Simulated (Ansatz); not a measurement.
Mulliken charges of CH7BSi, SMILES `CB[SiH3]` from r2SCAN/def2-TZVPP in Ansatz (PBE0-D4/def2-TZVP geometry).

```csv
atom,x (Å),y (Å),z (Å),charge (e)
C1,-1.088,0.975,-0.577,-0.202
B2,0.112,0.000,-0.690,0.066
Si3,1.014,-0.883,0.885,0.163
H4,-1.958,0.307,-0.716,0.064
H5,-1.158,1.712,-1.380,0.077
H6,-1.229,1.454,0.393,0.068
H7,0.517,-0.288,-1.784,-0.001
H8,1.154,-2.354,0.686,-0.076
H9,0.325,-0.654,2.187,-0.085
H10,2.394,-0.321,0.999,-0.074
```

Question: By hand: the dipole of these point charges (1 e Å = 4.8032 D).

Answer: Σ q r = (-0.199, 0.168, -0.220) e Å, of length 0.341 e Å = 1.64 D.

Question: How does the dipole of the full density compare? (An estimate is asked.)

Answer: Ansatz gave: (-0.198, 0.130, -0.099) e Å, 1.23 D; the point charges give 1.33 times that, at 18° from its direction.

Point charges leave out the atoms' own dipoles, such as those of lone pairs, and Mulliken's split depends on the basis, so the two needn't agree.
